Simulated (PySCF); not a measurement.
## Al2H6, singlet: data card

Method: PySCF, PBE0, basis Al def2-TZVP, H def2-TZVP (no relativity, density fitting).

The structure is a minimum.

```json
{
 "Point group": "D2h",
 "Bond lengths": "Al–H 1.578 Å (×4), Al–H 1.741 Å (×4)",
 "Bond angles": "Al–H–Al 96.6° (×2), H–Al–H 83.4° (×2), H–Al–H 109.1° (×8), H–Al–H 128.1° (×2)",
 "Entropy at 298.15 K and 1 bar": "275.7 J/(mol K)",
 "Rotational constants": "1.558, 0.1534, 0.1462 cm⁻¹",
 "Lowest empty level": "-1.12 eV",
 "Atomisation energy without zero-point energy": "1877 kJ/mol",
 "Heat capacity Cp at 298.15 K": "82.7 J/(mol K)",
 "Enthalpy at 298.15 K above 0 K": "15.80 kJ/mol",
 "Rotational symmetry number": "4",
 "Principal quadrupole moments (Buckingham, traceless) about the centre of mass": "-5.78, -0.92, 6.70 D Å",
 "Highest occupied level": "-8.61 eV",
 "Zero-point energy": "114.3 kJ/mol",
 "Dipole moment": "0.00 D",
 "Principal polarisabilities": "49.2, 58.2, 72.9 bohr³"
}
```

Harmonic modes (masses in u: Al 26.982, H 1.008):
```
symmetry  ω (cm⁻¹)  IR (km/mol)  μ (u)
     b2u       202         13.6   1.01
      ag       375          0.0   8.10
      au       414          0.0   1.01
     b3g       461          0.0   1.18
     b2g       481          0.0   1.20
     b3u       624          253   1.06
     b1u       700          596   1.07
     b1g       738          0.0   1.01
      ag       742          0.0   1.08
     b2u       822          184   1.05
     b3u      1302          297   1.06
     b2g      1409          0.0   1.01
     b1u      1476         1006   1.04
      ag      1523          0.0   1.01
     b1u      1950          128   1.02
      ag      1956          0.0   1.02
     b3g      1965          0.0   1.06
     b2u      1972          379   1.07
```

In D2h the vibrations span 3b2u + 4ag + au + 2b3g + 2b2g + 2b3u + 3b1u + b1g. The ag, au, b1g, b2g, b3g modes carry no infrared intensity, as symmetry demands. With a centre of inversion only u modes can be infrared active and only g modes Raman active.

Charges (e):
| atom | Mulliken | Löwdin | polar tensor | Mayer order to Al1 |
| --- | --- | --- | --- | --- |
| Al1 | 0.27 | 0.14 | 1.09 | – |
| Al2 | 0.27 | 0.14 | 1.09 | 0.39 |
| H3,4 | -0.08 | 0.06 | -0.42 | 0.47 |
| H5,6 | -0.10 | -0.10 | -0.34 | 0.95 |
| H7,8 | -0.10 | -0.10 | -0.34 | 0.01 |
Other Mayer orders above 0.3: Al–H 0.47 (×2), Al–H 0.95 (×2).

Mulliken populations on Al1: s 5.07, p 7.42, d 0.21, f 0.02.

Outer orbital energies (eV). occupied: -14.47, -11.00, -9.96, -9.30, -9.03, -8.61; empty: -1.12, 0.31, 0.33, 0.36.

Only a few start shapes were tried, so a lower isomer may exist.

The final relaxation and frequency run took of the order of 7 core-minutes on a shared host.
